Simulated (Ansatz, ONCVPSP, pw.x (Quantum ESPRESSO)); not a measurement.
## What a changed setting does to a pw.x run (bcc Li)

Potential: optimised norm-conserving Vanderbilt (ONCV), ONCVPSP 4.0.1.1 (patched build), PBEsol; core none, reference 1s2 2s1; waves: 1s+2s: rc 1.14 bohr, ncon 4, nbas 8, qcut 9.4 1/bohr, 2 projectors; p scattering state at 0.02 Ha: rc 1.18 bohr, ncon 4, nbas 8, qcut 6.3 1/bohr, 2 projectors, debl 1.3 Ha; local part: polynomial inside 0.96 bohr (lpopt 3, dvloc0 6 Ha); core correction: none.

The reference run (k-mesh 13³, cutoffs 100/400 Ry, Fermi–Dirac 0.01 Ry, mixing_beta 0.4, conv_thr 1e-9, no spin) gives -0.04 GPa at 20.347 Å³/atom, where all-electron LAPW gives -0.06 GPa. This run, with its own iteration cap, changes mixing_beta to 0.2.

```
&control
  calculation='scf', prefix='x', pseudo_dir='./', outdir='./tmp', tstress=.true., disk_io='none'
/
&system
  ibrav=0, nat=1, ntyp=1, ecutwfc=100, ecutrho=400, nbnd=8,
  occupations='smearing', smearing='fd', degauss=0.01
/
&electrons
  conv_thr=1e-09, mixing_beta=0.2, electron_maxstep=70
/
ATOMIC_SPECIES
Li 1.0 Li.UPF
CELL_PARAMETERS angstrom
  -1.71980866 1.71980866 1.71980866
  1.71980866 -1.71980866 1.71980866
  1.71980866 1.71980866 -1.71980866
ATOMIC_POSITIONS crystal
Li 0.0000 0.0000 0.0000
K_POINTS automatic
13 13 13 0 0 0
```

```bash
pw.x < Li.scf.in > Li.scf.out
```

**Question.** How does the run end?

**Answer.** It converges in 7 iterations; the free energy moves by +0.0 meV/atom and the pressure by +0.00 GPa. The result is that of the reference run.

```
Message from routine setup:
     using ibrav=0 with symmetry is DISCOURAGED, use correct ibrav instead
     lattice parameter (alat)  =       5.6291  a.u.
     unit-cell volume          =     137.3084 (a.u.)^3
     number of electrons       =         3.00
     number of Kohn-Sham states=            8
     kinetic-energy cutoff     =     100.0000  Ry
     charge density cutoff     =     400.0000  Ry
     scf convergence threshold =      1.0E-09
     Exchange-correlation= PBESOL
     number of k points=    84  Fermi-Dirac smearing, width (Ry)=  0.0100
     iteration #  1     ecut=   100.00 Ry     beta= 0.20
     total energy              =     -14.52734697 Ry
     estimated scf accuracy    <       0.00031880 Ry
     iteration #  2     ecut=   100.00 Ry     beta= 0.20
     total energy              =     -14.52724541 Ry
     estimated scf accuracy    <       0.00019395 Ry
     iteration #  3     ecut=   100.00 Ry     beta= 0.20
     total energy              =     -14.52725952 Ry
     estimated scf accuracy    <       0.00000199 Ry
     iteration #  4     ecut=   100.00 Ry     beta= 0.20
     total energy              =     -14.52725962 Ry
     estimated scf accuracy    <       0.00000012 Ry
     iteration #  5     ecut=   100.00 Ry     beta= 0.20
     total energy              =     -14.52725963 Ry
     estimated scf accuracy    <          2.9E-09 Ry
     iteration #  6     ecut=   100.00 Ry     beta= 0.20
     total energy              =     -14.52725963 Ry
     estimated scf accuracy    <          7.1E-09 Ry
     iteration #  7     ecut=   100.00 Ry     beta= 0.20
     the Fermi energy is     0.9353 ev
!    total energy              =     -14.52725963 Ry
     estimated scf accuracy    <          2.8E-11 Ry
     smearing contrib. (-TS)   =      -0.00210221 Ry
     The total energy is F=E-TS. E is the sum of the following terms:
     one-electron contribution =      -9.95316650 Ry
     hartree contribution      =       3.82391265 Ry
     xc contribution           =      -3.35691434 Ry
     ewald contribution        =      -5.03898924 Ry
     convergence has been achieved in   7 iterations
          total   stress  (Ry/bohr**3)                   (kbar)     P=       -0.45
     Message from routine punch:
     Nothing written, as per user request (disk_io='none')
```

The run took about 27 s on one core of a shared host (Neoverse-N1, 64 threads, 124 GiB, load 53).
